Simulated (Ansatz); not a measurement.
`FCCOCF` + HCl → `FCCCl` + `OCF`  (substitution at a C–O bond)

Isolated molecules relaxed with PBE0-D4/def2-TZVP in Ansatz; ΔE leaves out vibrations. CCSD(T)/CBS adds triple-zeta CCSD(T) − MP2 to the extrapolated MP2 energy (def2 sets, frozen cores). This one scheme is used for every species. DFT in def2-TZVPP. B3LYP here is the variant with VWN-RPA as its local correlation; programs differ in this. Each species was taken in one conformer, which may not be the lowest.

Question: Is it downhill or uphill in electronic energy at CCSD(T)/CBS, and by how much? (Best estimate.)

Answer: Ansatz gave: Downhill: ΔE = -0.13 eV.

Question: What do these levels give: r2SCAN-D4, B3LYP-D4, ωB97X-V, ωB97M-V, B2PLYP, PBE, B3LYP, HF/def2-TZVPP, SCS-MP2/def2-TZVPP, CCSD/def2-TZVPP, HF/CBS(def2), CCSD/CBS(def2)? (Best estimate.)

Answer: The calculation gave: r2SCAN-D4 -0.10, B3LYP-D4 -0.10, ωB97X-V -0.09, ωB97M-V -0.10, B2PLYP -0.12, PBE -0.15, B3LYP -0.12, HF/def2-TZVPP -0.10, SCS-MP2/def2-TZVPP -0.13, CCSD/def2-TZVPP -0.08, HF/CBS(def2) -0.10, CCSD/CBS(def2) -0.13 eV.

Largest T1 diagnostic among the species: 0.011.
